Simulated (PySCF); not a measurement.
## H₂O: from structure and modes to constants

Method: B3LYP/[O def2-TZVP, H def2-TZVP], no relativity, density fitting, PySCF.

The singlet minimum has C2v symmetry. Masses (u): O 15.99492, H 1.00782.

```xyz
3
charge 0 multiplicity 1, angstrom
O     0.0000    0.0000   -0.0654
H     0.7650    0.0000    0.5190
H    -0.7650    0.0000    0.5190
```

Harmonic wavenumbers (cm⁻¹): 1617.4 (a1, ×1), 3787.1 (a1, ×1), 3892.4 (b2, ×1).

(1) Find the principal moments of inertia and the rotational constants. What kind of rotor is it?

(2) What is the harmonic zero-point energy?

(3) Find the vibrational entropy and heat capacity at 298.15 K.

(4) Give the standard entropy (298.15 K, 1 bar) by its translational, rotational, vibrational and spin parts, and Cp.

Results:

(1) About the centre of mass I = 0.61132, 1.1797, 1.791 u Å². With B = 16.8576/I this gives 27.58, 14.29, 9.412 cm⁻¹. The molecule is an asymmetric top with κ = -0.46.

(2) Half the sum of all 3 wavenumbers, 9297/2 = 4648 cm⁻¹, which is 55.6 kJ/mol (1 cm⁻¹ = 0.0119627 kJ/mol).

(3) With u = 1.43878 ω/T, each mode gives S = R[u/(eᵘ−1) − ln(1−e⁻ᵘ)] and C = R u² eᵘ/(eᵘ−1)².
```tsv
ω (cm⁻¹)	u	S (J/(mol K))	C (J/(mol K))
1617.4	7.805	0.03	0.21
3787.1	18.275	0.00	0.00
3892.4	18.783	0.00	0.00
```
The sums over all modes are S = 0.0 and C = 0.2 J/(mol K); the softest mode gives 100 % of the entropy.

(4) Sackur–Tetrode with M = 18.01 u gives 144.9; rotation with symmetry number 2 gives 43.8; vibration 0.0; spin R ln 1 = 0.0. The total is 188.8 J/(mol K), and Cp = 4 R + 0.2 = 33.5 J/(mol K).
